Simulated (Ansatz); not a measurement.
System: t-butyl radical, C₄H₉, net charge 0, doublet state. SMILES: C[C](C)C
Geometry from a B3LYP-D3(BJ)/def2-TZVP (Ansatz, a quantum-chemistry and plane-wave program) optimisation:
```
C
C 1 1.4897
H 2 1.0928 1 111.77
H 2 1.0928 3 108.37 1 -123.60
H 2 1.1035 3 106.48 4 -114.20
C 1 1.4897 2 118.69 3 -162.14
H 6 1.0928 1 111.77 2 162.14
H 6 1.0928 7 108.37 1 123.60
H 6 1.1035 7 106.48 8 114.20
C 1 1.4897 2 118.69 3 40.48
H 10 1.0928 1 111.77 2 -40.48
H 10 1.0928 11 108.37 1 123.60
H 10 1.1035 11 106.48 12 114.20
```
Charge 0, spin multiplicity 2.

Property: enthalpy of formation at 298 K, in kcal/mol. Conventions: 6-31G* and kin with 6d, 5d where marked; open shells spin-unrestricted; 6-311+G** with 5d; non-relativistic; valence correlation only; LANL2DZ all-electron up to Ne; no spin-orbit coupling. CBS marks a two-point X^-3 extrapolation of the correlation energy; Hartree-Fock from the larger set. The bracket is a focal-point correction in the basis named. First-principles rows: single points at B3LYP-D3(BJ) geometries (Ansatz), with unscaled harmonic terms from B3LYP/6-31G* at its own minima, enthalpies of formation by atomisation with measured atoms.

Measured values: G2/97 table in ASE (Curtiss et al.); they hold spin-orbit and core effects, anharmonicity. 

Value to compare with, the measured value: 12.3 kcal/mol.

```tsv
level	program	enthalpy of formation at 298 K (kcal/mol)	error
MP2/STO-3G	Ansatz	-36.2	-48.5
MP2/3-21G	Ansatz	163.9	151.6
MP2/LANL2DZ	Ansatz	182.6	170.3
MP2/6-31G*	Ansatz	107.8	95.5
MP2/6-311+G**	Ansatz	69.1	56.8
RI-MP2/CBS(cc-pVTZ,cc-pVQZ)+[CCSD(T)-MP2]/cc-pVDZ	Ansatz	14.3	2.0
```

Among the 5 habitual levels, MP2/LANL2DZ lies farthest from the measured value (170.3 kcal/mol) and MP2/STO-3G nearest (-48.5); 4 of 5 lie above it, and their mean absolute error is 104.5 kcal/mol, the median 95.5. One case shows no general order.

The sets are all those run for this method; runs whose electronic state is in doubt are left out.
